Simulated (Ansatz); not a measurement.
**SiCl2: geometry and frequencies at several levels**

Aim: geometry and frequencies at several levels, for SiCl2, with the cost of each level.

Method: the levels named in each step, in Ansatz 0.2.0.

## (1) The structure to begin with

Bond lengths: Cl1–Si2 2.052 Å, Si2–Cl3 2.051 Å. Angles: Cl1–Si2–Cl3 101.1°.

Coordinates:

```xyz
3

Cl   -1.5838   -0.3713   -0.0033
Si   -0.0003    0.9341   -0.0039
Cl    1.5844   -0.3687    0.0064
```

## (2) A rough first relaxation, PBE-D4/def2-SVP

Contents of input.yaml:

```yaml
crystal:
  periodic: [false, false, false]
  atoms:
    - { symbol: Cl, position_ang: [-1.58383, -0.37129, -0.00329] }
    - { symbol: Si, position_ang: [-0.00026, 0.93406, -0.00387] }
    - { symbol: Cl, position_ang: [1.58443, -0.36867, 0.00636] }
basis:
  gaussian: { orbitals: def2-SVP }
hamiltonian:
  xc: pbe
  dispersion: d4
relax:
  f_tol: 0.03
  max_steps: 200
```

The run is started by

```
$ ansatz run input.yaml --threads 2 --pin off --max-ram 5120MiB --backend cpu --events-out ev --progress --plain --runs-dir out
```

After this run come: Relaxation, PBE0-D4/def2-TZVPP; Frequencies, PBE0-D4/def2-TZVPP; Relaxation, PBE-D4/def2-TZVPP; Frequencies, PBE-D4/def2-TZVPP; Relaxation, r2SCAN-D4/def2-TZVPP; Frequencies, r2SCAN-D4/def2-TZVPP; Relaxation, B3LYP-D4/def2-TZVPP; Frequencies, B3LYP-D4/def2-TZVPP; Relaxation, B2PLYP/def2-TZVPP.

What does the calculation give? Wanted: Cl1–Si2 at B2PLYP/def2-TZVPP; Si2–Cl3 at B2PLYP/def2-TZVPP; frequencies at B3LYP-D4/def2-TZVPP.

**Answer**, as computed:

```
                          quantity            value
      Cl1–Si2 at B2PLYP/def2-TZVPP          2.085 Å
      Si2–Cl3 at B2PLYP/def2-TZVPP          2.085 Å
frequencies at B3LYP-D4/def2-TZVPP  193 to 501 cm⁻¹
```

The Cl–Si distance spreads over 0.021 Å, from PBE0-D4/def2-TZVPP (shortest) to PBE-D4/def2-TZVPP. No mode is imaginary, so the geometry is a minimum.
